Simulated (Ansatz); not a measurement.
Consider the substitution at a C–O bond: `C=C(O)OCF` + `SS` → `C=C(O)SS` + `OCF`.

Gas-phase electronic energies from Ansatz, PBE0-D4/def2-TZVP geometries. CCSD(T)/CBS is the MP2 limit (def2-TZVPP, def2-QZVPP) plus CCSD(T) − MP2 in def2-TZVPP, frozen cores. This one scheme is used for every species. Each species was taken in one conformer, which may not be the lowest.

`C=C(O)OCF`:

Cartesian coordinates in Å:
```
C -0.730 1.166 -0.577
C 0.185 0.795 0.316
O 0.823 1.666 1.110
O 0.610 -0.462 0.569
C 0.040 -1.487 -0.187
F 0.624 -2.631 0.234
H -1.237 0.454 -1.208
H -0.971 2.214 -0.673
H 1.436 1.173 1.666
H -1.038 -1.545 0.000
H 0.257 -1.343 -1.251
```

`SS`:

```xyz
4

S     0.045   -0.956    0.591
S    -0.089    0.175   -1.108
H     1.045   -0.291    1.199
H    -1.000    1.072   -0.683
```

`C=C(O)SS`:

```xyz
9

C    -1.366   -0.962   -0.418
C    -0.208   -0.312   -0.358
O     0.982   -0.900   -0.527
S    -0.246    1.459   -0.175
S     1.566    1.855    0.674
H    -2.297   -0.439   -0.254
H    -1.387   -2.018   -0.655
H     1.677   -0.277   -0.253
H     1.279    1.594    1.968
```

`OCF`:

```xyz
6

O    -0.011   -0.104   -1.077
C     0.195   -0.070    0.277
F    -0.874   -0.621    0.956
H    -0.698    0.527   -1.309
H     0.314    0.948    0.666
H     1.074   -0.681    0.488
```

```
    species  MP2/CBS(def2) energy (Eh)
`C=C(O)OCF`                 -367.19168
       `SS`                 -796.69090
 `C=C(O)SS`                 -949.12108
      `OCF`                 -214.77658
```

**Question.** Work out ΔE.

**Answer.** ΔE = (-949.12108) + (-214.77658) − (-367.19168) − (-796.69090) = -0.01508 Eh = -39.6 kJ/mol. CCSD(T)/CBS gives -30.2 kJ/mol.

Largest T1 diagnostic among the species: 0.013.

The D4 term adds −5.4 kJ/mol with B3LYP and −2.7 kJ/mol with PBE0; it sums over pairs of atoms, weighted by their polarisabilities, and B3LYP, whose exchange is more repulsive, gets the larger term. In def2-TZVPP, CCSD(T) changes the Hartree–Fock value by −29.3 kJ/mol (the triples alone add −6.6 kJ/mol) and MP2 by −38.8 kJ/mol. From PBE to PBE0 (25 % exact exchange), in def2-TZVPP and without D4, ΔE moves by +8.9 kJ/mol.

B3LYP here is the variant with VWN-RPA as its local correlation; programs differ in this.
